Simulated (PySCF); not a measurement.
Stretching AlS

Set-up: basis Al 6-31G(d,p), S 6-31G(d,p); no relativity; PySCF 2.14. Energies in eV from Al + S in their ground configurations at the same level. All curves are PBE0. state 1: ²Σ⁺ (doublet), unpaired electrons σ ↑; state 2: ²Π (doublet), unpaired electrons π ↑, a second solution, started from another occupation; state 3: quartet, unpaired electrons σ ↑, π ↑↑, a mixture of terms (⟨Lz²⟩ = 2.0), a second solution, started from another occupation.

| R (Å) | state 1 | state 2 | state 3 |
| --- | --- | --- | --- |
| 1.760 | -2.813 | -0.593 | 1.577 |
| 1.842 | -3.536 | -1.717 | 0.465 |
| 1.924 | -3.928 | -2.485 | -0.286 |
| 1.986 | -4.063 | -2.883 | -0.669 |
| 2.047 | -4.096 | -3.165 | -0.933 |
| 2.108 | -4.053 | -3.353 | -1.103 |
| 2.190 | -3.912 | -3.493 | -1.218 |
| 2.293 | -3.654 | -3.535 | -1.235 |
| 2.416 | -3.290 | -3.458 | -1.138 |
| 2.579 | -2.792 | -3.225 | -0.916 |

Problem. Put a parabola through the three lowest points of the state 1 curve and estimate Re, k and ωe (reduced mass 14.63 u; 1 eV/Å² = 0.16022 mdyn/Å; ωe = 1302.8·√(k/μ) cm⁻¹).

Solution. Through R = 1.986, 2.047, 2.108 Å the second-order coefficient is 10.2 eV/Å², so Re ≈ 2.043 Å, k ≈ 3.27 mdyn/Å and ωe ≈ 616 cm⁻¹. A polynomial fit of higher order to the unrounded PBE0 energies gives Re = 2.040 Å, k = 3.32 mdyn/Å, ωe = 621 cm⁻¹; anharmonicity and rounding make the difference.

The higher-order fit for each curve: state 1: Re = 2.040 Å, ωe = 621 cm⁻¹, De = 4.10 eV; state 2: Re = 2.278 Å, ωe = 431 cm⁻¹, minimum 3.54 eV below the ground-state fragments; state 3: Re = 2.255 Å, ωe = 438 cm⁻¹, minimum 1.24 eV below the ground-state fragments.

Counting both spins, an empty level lies below a filled one in some of these solutions, because spin and occupation are held. The state was picked by a PBE0 search and need not be the measured ground state.
